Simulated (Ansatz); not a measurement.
A nudged elastic band was laid between two geometries of C3H4OS (9 atoms, charge 0, multiplicity 1).

The calculation used RKS PBE0/def2-SVP (Ansatz).

```yaml
movable_images: 5
climbing_image: yes
spring: 5.0 eV/Å²
optimiser: quadratic models (default)
start_path: through a guess of the saddle point
force_threshold: 0.03 eV/Å
iteration_limit: 60
end_points: relaxed
```

First end point:

```xyz
9
Properties=species:S:1:pos:R:3
C 1.299 -0.145 -0.951
C 0.374 -0.544 -0.073
C -0.705 0.319 0.426
O -1.475 -0.337 1.291
S -0.982 1.883 0.016
H 1.281 0.878 -1.341
H 2.083 -0.824 -1.294
H 0.375 -1.562 0.329
H -2.162 0.286 1.580
```

Last end point:

```xyz
9
Properties=species:S:1:pos:R:3
C 1.301 -0.144 -0.949
C 0.369 -0.547 -0.079
C -0.707 0.317 0.423
O -1.471 -0.335 1.297
S -0.989 1.879 0.007
H 2.085 -0.823 -1.292
H 1.289 0.882 -1.330
H 0.365 -1.568 0.316
H -2.153 0.291 1.590
```

Q: Which bonds break or form, and what moves?

A: No bond is made or broken.  The two ends are copies of one structure, up to a mirror image or an exchange of like atoms.

Q: Give the energies along the band, and the barrier.

A: The forces met the threshold. The highest image is number 3 of 0 to 6, 1.69 eV above the ends, which have the same energy within 2 meV. The profile has 2 maxima (images 3, 5) with wells between them (image 4): this band takes more than one step, which may be the mechanism or a detour left from its start path. A vibrational analysis at the climbing image gives one clearly imaginary mode, 652i cm⁻¹: a first-order saddle point.

| image | path coordinate (Å) | energy (eV) |
| --- | --- | --- |
| 0 | 0.00 | 0.00 |
| 1 | 0.61 | 0.10 |
| 2 | 1.22 | 0.71 |
| 3 | 1.83 | 1.69 |
| 4 | 3.06 | 0.71 |
| 5 | 4.28 | 1.05 |
| 6 | 5.51 | 0.00 |

Q: What is the geometry of the highest image?

A: 
```xyz
9
Properties=species:S:1:pos:R:3
C 1.136 0.038 -0.853
C 0.263 -0.780 -0.091
C -0.651 0.084 0.480
O -1.772 -0.264 1.096
S -0.093 1.705 0.317
H 0.763 0.617 -1.702
H 2.223 -0.136 -0.870
H 0.401 -1.839 0.136
H -2.181 0.528 1.470
```

Time of the run: 8 min on 2 threads of Intel(R) Xeon(R) Platinum 8259CL CPU @ 2.50GHz (Skylake/Cascade Lake), with other jobs on the host, peak memory 0.22 GiB.
